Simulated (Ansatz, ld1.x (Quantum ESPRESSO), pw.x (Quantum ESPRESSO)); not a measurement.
Which Os potential is closest to all-electron in the sc crystal?

All use PBEsol, scalar-relativistic, no spin, cutoffs from each file’s atomic test, pw.x 7.5; 13³ k-points, Fermi–Dirac smearing 0.01 Ry. Δ is the rms difference from all-electron LAPW of the E(V) curves that follow from fits to the pressures, over ±6 % in volume. Mesh and smearing are coarse and serve the comparison alone. The files are a selection: those with a ghost or negative overlap were mostly not run, and those with noisy or unconverged pressures or nearly equal Δ are left out.

All-electron: a0 = 2.531 Å (V0 = 16.22 Å³/atom), B0 = 294.0 GPa.

Problem. Rank them by Δ, smallest first.
A. norm-conserving Troullier–Martins (Kleinman–Bylander form), ld1.x (Quantum ESPRESSO) 7.5, PBEsol; core [Xe] 4f14, reference 5d6 6s1.5 6p0; waves: 6s (bound): rc 1.95 bohr; 6p (bound, empty): rc 3.45 bohr; 5d (bound): rc 2.50 bohr; local part: the d channel; core correction: Bessel-smoothed model core inside 1.45 bohr.
B. norm-conserving Troullier–Martins (Kleinman–Bylander form), ld1.x (Quantum ESPRESSO) 7.5, PBEsol; core [Xe] 4f14, reference 5d6 6s1.5 6p0.5; waves: 6s (bound): rc 1.80 bohr; 6p (bound): rc 2.70 bohr; 5d (bound): rc 1.60 bohr; local part: all-electron potential smoothed inside 2.45 bohr (lloc = -1); core correction: Bessel-smoothed model core inside 1.25 bohr.
C. norm-conserving Troullier–Martins (Kleinman–Bylander form), ld1.x (Quantum ESPRESSO) 7.5, PBEsol; core [Xe] 4f14, reference 5d6 6s2 6p0; waves: 6p (bound, empty): rc 3.90 bohr; 5d (bound): rc 2.50 bohr; 5f channel at 0.05 Ry: rc 3.00 bohr; 6s (bound): rc 1.90 bohr; local part: the s channel; core correction: a·sin(br)/r model core, default radius (core density twice the valence density).

Solution. C (8.9 meV/atom), B (13.5 meV/atom), A (32.5 meV/atom).
